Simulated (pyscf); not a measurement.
Optimised with ωB97X-D3(BJ)/def2-SVP in PySCF.

### Question
List the bond dissociation enthalpies at 298 K of HO–Ge(Cl)(Cl)–Cl from ωB97M-D3(BJ)/def2-TZVP, from the weakest bond up.

### Answer
Cl–Ge to HO–Ge•(Cl)–Cl + Cl•: 4.00 eV; Ge–O to OH• + Cl–Ge•(Cl)–Cl: 4.27 eV; H–O to •O–Ge(Cl)(Cl)–Cl + H•: 5.15 eV. Ring and multiple bonds, and those that leave no two simple radicals, are not listed. Other isomers of •O–Ge(Cl)(Cl)–Cl, HO–Ge•(Cl)–Cl were not searched in full and may lie lower. Left out: the spin-orbit lowering of Cl, OH. Elements up to Kr have no core potential and no relativistic terms here.
